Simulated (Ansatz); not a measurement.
**AsH₃, singlet in cc-pVTZ: errors against RCCSDT(Q)**

Geometry: displaced at random from a stationary point.

```xyz
4

As    0.0003   -0.0001   -0.0317
H     1.2586   -0.0022    0.8115
H    -0.6016    1.1299    0.7590
H    -0.6794   -1.1219    0.7877
```

Basis cc-pVTZ; Ansatz 0.2.0. Correlated methods freeze the noble-gas cores and the filled d shells of p-block atoms, which leaves 8 electrons in 71 orbitals. R marks a restricted (for open shells ROHF) determinant. Active spaces: valence = (8e, 7o) chosen from the atoms' valence shells. No spin–orbit coupling is included, and no scalar relativity.

Full CI isn't at hand for all of this; RCCSDT(Q) serves as the reference, and is uncertain by the last step of the cluster series or more.

- UHF ⟨S²⟩: 0.000
- T1 diagnostic (RCCSD): 0.0122
- largest doubles amplitude (RCCSD): 0.039

```csv
level,E − E(RHF) (eV)
RMP2,-4.2543
RCCSD,-4.9933
RCCSD(T),-5.1487
```

(1) Estimate how far RCCSDT(Q) in cc-pVTZ lies from RCCSD(T). The table doesn't fix it; the size of (T) and the diagnostics are the guide.

(1) RCCSDT(Q) in cc-pVTZ lies 2.5 kJ/mol below RCCSD(T), which is 17 % of the (T) step (-15.0 kJ/mol). The diagnostics are small and one determinant leads, so the series closes fast and only a small part of (T) is left.

The other levels:

```
                 level  E − E(RCCSDT(Q)) (kJ/mol)  share of correlation (%)  wall time
               BCCD(T)                        2.5                     99.50      1.9 s
                RCCSDT                        0.6                     99.89          –
CASSCF (valence space)                      364.9                     26.92          –
NEVPT2 (valence space)                       87.4                     82.49      5.5 s
```

The correlation energy at RCCSDT(Q), counted from RHF, is -5.175 eV. That run took 74 s on 1 thread of Arm Neoverse V1, shared host.

Times hold each run's SCF and search for its determinant on a shared host, so for small cases they say little of a method's own cost; they ran on 1 thread of Arm Neoverse V1. Some runs computed forces too.

Natural occupations of CASSCF (valence space) about the gap: 1.995 1.977 1.970 1.968 0.034 0.032 0.025; effectively unpaired electrons, Σ n²(2−n)², 0.02.
